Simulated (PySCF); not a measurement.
## Boron: a sound run and one with changed settings

Sound run: B [He] 2s2 2p1, B⁺ [He] 2s2. Computed with PySCF 2.14 in 6-31G* (3s2p1d, 14 functions), with no relativity, point nucleus. In the sound run the correlated levels freeze 1s2. The sound run starts from symmetry-adapted Hartree-Fock orbitals and uses a fine grid where one is needed.

Changed run: a valence shell is frozen. This setting is unsound on purpose.

Ionisation energy of B:

| method | sound run (eV) | changed run (eV) |
| --- | --- | --- |
| UHF | 7.835 | 7.835 |
| MP2 | 7.909 | 7.835 |
| SCS-MP2 | 7.870 | 7.835 |
| CCSD | 7.770 | 7.835 |
| CCSD(T) | 7.791 | 7.835 |
| CCSDT | n/a | 7.835 |
| FCI | n/a | 7.835 |

Freezing a valence shell removes pair correlation that changes on ionisation.

For comparison, NIST gives 8.298 eV between the lowest levels.
